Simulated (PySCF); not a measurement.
# C2H3B: the cost of one run

Computed with PySCF 2.14.0, with density-fitted response routines of our own, on a single molecule in the gas phase. Atoms count from 0, in the outputs and in this text.

### 1 Starting geometry

6 atoms, charge 0, multiplicity 1; geometry from: PBE0-D3(BJ)/def2-SVP.

Bonds of the start (Å): B0–C1 1.51, C1–C2 1.22, B0–H3 1.21, B0–H4 1.21, C2–H5 1.08.

### 2 NMR shieldings: PBE0/pcSseg-2

What the job is given:

```
{"job": {"kind": "nmr", "xc": "PBE0", "basis": "pcSseg-2", "pop": false}, "charge": 0, "multiplicity": 1}
B     -0.991660    -0.203232    -0.192359
C      0.445506     0.150931     0.097846
C      1.608916     0.440931     0.328829
H     -1.626959     0.451033    -0.982898
H     -1.505250    -1.141912     0.365511
H      2.634210     0.693293     0.534876
```

Method: GIAO PBE0/pcSseg-2 NMR shielding, non-relativistic, gas phase.

On the command line:

```console
> OMP_NUM_THREADS=1 python probes_run.py task.json out
```

This one command runs all jobs of the session in turn.

**Question.** How long does this first job take on 1 thread of Arm Neoverse V2, shared host, and how much memory does it need?

About 4.2 s, with a peak of 0.61 GiB.
